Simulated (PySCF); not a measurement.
C3H3NO: calculation and literature

Structure with atom numbers: `[CH2:1]=[CH:2][N:3]=[C:4]=[O:5]`. Hydrogens are named by the atom that carries them. Ha(C1) is cis to N3; Hb(C1) is trans to N3.

What is known from experiment: δ ¹H H(C2) 6.12; Ha(C1) 5.01; Hb(C1) 4.77 ppm (measured; solution, not stated per compound (mostly CDCl3 or CCl4); Pretsch, Buehlmann, Badertscher, Structure Determination of Organic Compounds, 4th ed. (2009)). Coupling constants: ³J(H(C2),Hb(C1)) (cis) 7.6 Hz, ³J(H(C2),Ha(C1)) (trans) 15.2 Hz, ²J(Hb(C1),Ha(C1)) -0.1 Hz.

Computational details: PBE0-D3(BJ)/def2-SVP geometry, J couplings at B3LYP/pcJ-1, WP04/pcSseg-2 with gauge-including orbitals, in PySCF 2.14 (in vacuum, a single conformation, non-relativistic).

Question: How close does the calculation come?

Answer: 
Reference values: measured (solution, not stated per compound (mostly CDCl3 or CCl4); Pretsch, Buehlmann, Badertscher, Structure Determination of Organic Compounds, 4th ed. (2009)).
```tsv
atoms	quantity	reference	computed	computed, scaled
H(C2)	δ ¹H	6.12	5.48	5.53
Ha(C1)	δ ¹H	5.01	5.14	5.19
Hb(C1)	δ ¹H	4.77	5.20	5.25
```

Computed shifts are σ(ref) − σ with the named reference compound (TMS for H and C) calculated as an isolated molecule at the same level. The measured values may be among those fitted. Empirical linear scaling, fitted to shifts measured mostly in CDCl3 for H and C (δ vs TMS): ¹H: δ = 31.27 − 0.985σ (rms 0.17 ppm, 42 shifts). A few per cent of atoms miss by over 2 rms, more outside the fitted compound classes.

Coupling constants in Hz:
```tsv
coupling	reference	computed	source
³J(H(C2),Hb(C1)) cis	7.6	9.1	measured; solution (compiled); Pretsch, Buehlmann, Badertscher, Structure Determination of Organic Compounds, 4th ed., Springer 2009
³J(H(C2),Ha(C1)) trans	15.2	16.6	measured; solution (compiled); Pretsch, Buehlmann, Badertscher, Structure Determination of Organic Compounds, 4th ed., Springer 2009
²J(Hb(C1),Ha(C1))	-0.1	0.1	measured; solution (compiled); Pretsch, Buehlmann, Badertscher, Structure Determination of Organic Compounds, 4th ed., Springer 2009
```

Question: How far are the unscaled ¹H shifts from the references?

Answer: Mean signed difference -0.03 ppm, mean absolute 0.40 ppm over 3 comparisons; the largest is -0.64 ppm at H(C2) (hydrogen on an alkene CH).

Unscaled 3J(H,H) at this level run about 10 % above measured values.
